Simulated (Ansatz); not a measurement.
Reaction (substitution at a C–C bond): `CC(C)CCC(C)C` + HCl → `CC(C)CCCl` + `CCC`

Isolated molecules relaxed with PBE0-D4/def2-TZVP in Ansatz; ΔE leaves out vibrations. CCSD(T)/CBS adds triple-zeta CCSD(T) − MP2 to the extrapolated MP2 energy (def2 sets, frozen cores). This one scheme is used for every species. Functionals use def2-TZVPP. B3LYP here is the variant with VWN-RPA as its local correlation; programs differ in this. HSE06 is defined as in plane-wave codes. One conformer a species, not always the lowest.

```json
{"level": "BLYP-D4", "ΔE (eV)": "0.10"}
{"level": "B97M-V", "ΔE (eV)": "0.19"}
{"level": "B3LYP-D4", "ΔE (eV)": "0.12"}
{"level": "HSE06-D4", "ΔE (eV)": "0.15"}
{"level": "CAM-B3LYP", "ΔE (eV)": "0.11"}
{"level": "RPA@PBE/def2-TZVPP", "ΔE (eV)": "0.23"}
{"level": "CCSD(T)/def2-TZVPP", "ΔE (eV)": "0.24"}
{"level": "MP2/CBS(def2)", "ΔE (eV)": "0.23"}
```

Question: What does CCSD(T)/CBS give? (Best estimate.)

Answer: The calculation gave: +0.22 eV. The listed levels differ from it by -0.12, -0.03, -0.10, -0.07, -0.11, 0.01, 0.02, 0.01 eV.

Largest T1 diagnostic among the species: 0.009.

Leaving LDA and LC-ωPBE aside and taking each functional with its dispersion term where it has one, the values spread over 0.09 eV, from BLYP-D4 to B97M-V. LDA lies +0.16 eV from PBE without D4. From PBE to PBE0 (25 % exact exchange), in def2-TZVPP and without D4, ΔE moves by +0.04 eV.
